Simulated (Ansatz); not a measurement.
# C2H5FO2: the cost of one run

Method: RKS B3LYP-D4/def2-SVPD, in Ansatz 0.2.0.

**1. The starting structure**

Bond lengths: C1–C2 1.508 Å, C2–O3 1.369 Å, C2–O4 1.439 Å, C2–F5 1.335 Å, C1–H6 1.160 Å, C1–H7 1.059 Å, C1–H8 1.053 Å, O3–H9 1.022 Å, O4–H10 0.983 Å. Angles: C1–C2–O3 109.0°, C1–C2–O4 113.8°, C1–C2–F5 112.8°, O3–C2–O4 108.2°, O3–C2–F5 106.2°, O4–C2–F5 106.6°, C2–C1–H6 106.4°, C2–C1–H7 112.3°, C2–C1–H8 110.0°, H6–C1–H7 108.4°, H6–C1–H8 106.9°, H7–C1–H8 112.5°, C2–O3–H9 105.5°, C2–O4–H10 99.2°.

Coordinates:

```xyz
10

C    -0.6129   -0.9518   -0.3982
C     0.1704    0.2349    0.1045
O     1.1726   -0.2076    0.9252
O     0.7636    1.0238   -0.9430
F    -0.5700    1.0689    0.8381
H    -1.4842   -0.5238   -1.0329
H    -0.0309   -1.5859   -1.0150
H    -1.0474   -1.4659    0.4116
H     1.1790    0.4345    1.7205
H     0.5429    1.9217   -0.6079
```

**2. End point A**

File input.yaml:

```yaml
crystal:
  periodic: [false, false, false]
  atoms:
    - { symbol: C, position_ang: [-0.6129, -0.9518, -0.3982] }
    - { symbol: C, position_ang: [0.1704, 0.2349, 0.1045] }
    - { symbol: O, position_ang: [1.1726, -0.2076, 0.9252] }
    - { symbol: O, position_ang: [0.7636, 1.0238, -0.943] }
    - { symbol: F, position_ang: [-0.57, 1.0689, 0.8381] }
    - { symbol: H, position_ang: [-1.4842, -0.5238, -1.0329] }
    - { symbol: H, position_ang: [-0.0309, -1.5859, -1.015] }
    - { symbol: H, position_ang: [-1.0474, -1.4659, 0.4116] }
    - { symbol: H, position_ang: [1.179, 0.4345, 1.7205] }
    - { symbol: H, position_ang: [0.5429, 1.9217, -0.6079] }
basis:
  gaussian: { orbitals: def2-SVPD }
hamiltonian:
  xc: b3lyp
  dispersion: d4
relax:
  f_tol: 0.015
  max_steps: 40
```

The run is started by

```console
ansatz run input.yaml --threads 2 --pin off --max-ram 3072MiB --backend cpu --events-out ev --progress --plain --runs-dir out
```

Q: Estimate wall time and peak memory on 2 threads of Intel Xeon Platinum 8488C (Sapphire Rapids), shared host.

About 75 s, with a peak of 0.36 GiB.
